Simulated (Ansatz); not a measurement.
Cost and result for the atomization energy of `CC(F)Cl` (8 atoms, 7 bonds).

Charge 0, multiplicity 1. Geometry: relaxed with PBE0-D4/def2-TZVP. Program: Ansatz. All runs use 2 threads of a server CPU on a shared host. Times are those of one run each, without the atoms' runs, and a repeat can differ threefold. Electronic energies, without spin–orbit coupling; frozen cores. CCSD(T)/CBS adds CCSD(T) − MP2 in def2-TZVPP to the MP2 limit, and its time is that of the two runs behind it. T1 = 0.010. HSE06 is the plane-wave form, built on full-range PBE exchange.

CCSD(T)/CBS is a level of theory with its own doubt, some kJ/mol a heavy atom from the limit and from the frozen cores, so smaller differences don't rank the functionals.

```tsv
level	functions	wall time
PBE-D4/def2-TZVPP (with forces)	191	2 s
PBE0-D4/def2-TZVPP	191	2.1 s
BHLYP-D4/def2-TZVPP	191	2.4 s
HSE06-D4/def2-TZVPP	191	2.5 s
CCSD(T)/def2-SVP	80	2.5 s
CAM-B3LYP-D4/def2-TZVPP	191	2.7 s
r2SCANh-D4/def2-TZVPP	191	3.6 s
PBE-QIDH/def2-TZVPP	191	3.9 s
B97M-V/def2-TZVPP	191	6 s
ωB97X-V/def2-TZVPP	191	6 s
MP2/def2-QZVPP	361	16 s
CCSD(T)/def2-TZVPP	191	43 s
CCSD(T)/CBS(def2)	–	59 s
```

(1) What atomization energy does each give, and how far from CCSD(T)/CBS? (Estimate.)

## Answers

(1) Ansatz gave: 
```
                          level  atomization (kJ/mol)  difference from CCSD(T)/CBS  per bond
PBE-D4/def2-TZVPP (with forces)                3019.5                         80.5      11.5
             PBE0-D4/def2-TZVPP                2958.9                         19.9       2.8
            BHLYP-D4/def2-TZVPP                2836.4                       -102.6     -14.7
            HSE06-D4/def2-TZVPP                2961.4                         22.4       3.2
               CCSD(T)/def2-SVP                2795.3                       -143.7     -20.5
        CAM-B3LYP-D4/def2-TZVPP                2947.5                          8.5       1.2
          r2SCANh-D4/def2-TZVPP                2932.8                         -6.2      -0.9
            PBE-QIDH/def2-TZVPP                2931.4                         -7.6      -1.1
              B97M-V/def2-TZVPP                2946.7                          7.7       1.1
             ωB97X-V/def2-TZVPP                2945.2                          6.2       0.9
                 MP2/def2-QZVPP                2968.8                         29.8       4.3
             CCSD(T)/def2-TZVPP                2865.4                        -73.6     -10.5
              CCSD(T)/CBS(def2)                2939.0                          0.0       0.0
```

From r2SCAN to r2SCAN0 (25 % exact exchange), in def2-TZVPP and without D4, the atomization energy moves by −49.4 kJ/mol: exact exchange takes away binding that semilocal exchange gives to molecules. At CCSD(T), def2-SVP lies −143.7 kJ/mol from the extrapolated value and def2-TZVPP −73.6 kJ/mol: correlation converges slowly with the basis, and small sets miss more of it in the bonded molecule than in its fragments. In def2-TZVPP, CCSD(T) changes the Hartree–Fock value by +718.9 kJ/mol (the triples alone add +45.6 kJ/mol) and MP2 by +779.2 kJ/mol; breaking electron pairs costs correlation energy, which Hartree–Fock lacks.
